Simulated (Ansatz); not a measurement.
Relaxing Ta₂Tl

Method: Ansatz 0.2.0, DFT PBE, scalar-relativistic, plane waves, PAW. Cutoff 420 eV, Γ-centred k mesh, Gaussian smearing, no spin polarisation in the final step.

The start puts Ta₂Tl on the AlB2 structure type (P6/mmm, No. 191), with Tl in place of Al, Ta in place of B, at a guessed volume.

```
Ta Tl
1.0
     3.97100    0.00000    0.00000
    -1.98550    3.43899    0.00000
     0.00000    0.00000    4.28763
Ta Tl
2 1
Direct
  0.33333 0.66667 0.50000
  0.66667 0.33333 0.50000
  0.00000 0.00000 0.00000
```

Cell and atoms relax at zero pressure; the relaxation can't lower the symmetry of the start. After a coarse first stage the cell is made exact in the group found at 0.06 Å.

Energies over the elements count from the elements' standard structures at the same level, with no empirical corrections.

(1) Which crystal results?

(2) What are its volume, energy, density and gap?

Results:

(1) It keeps P6/mmm (No. 191), but not the shape of the type it started on. Conventional cell: a = 4.879 Å, c = 2.912 Å. Ta has 5 Ta at 2.82–2.91 Å and 6 Tl at 3.17 Å; Tl has 2 Tl at 2.91 Å and 12 Ta at 3.17 Å.

```
Ta Tl
1.0
     4.87872    0.00000    0.00000
    -2.43936    4.22509    0.00000
     0.00000    0.00000    2.91209
Ta Tl
2 1
Cartesian
  0.0000 2.8167 1.4560
  2.4394 1.4084 1.4560
  0.0000 0.0000 0.0000
```

(2) The volume per atom is 20.01 Å³. The density is 15.67 g/cm³. The energy over the elements is 0.61 eV/atom and the gap on the 12×12×16 mesh is 0 eV (a metal).

The final run used a 12×12×16 mesh on its 3-atom cell and 0.10 eV smearing. For metals, differences of a few meV/atom aren't resolved. Spin–orbit coupling is left out. Symmetry constrained the relaxation, so the result can be a saddle point. The steps took of the order of 70 core-seconds in all.

Cost: 4 runs of about 1.2 core-minutes in all, on Intel Xeon Platinum 8375C (Ice Lake) (shared hosts).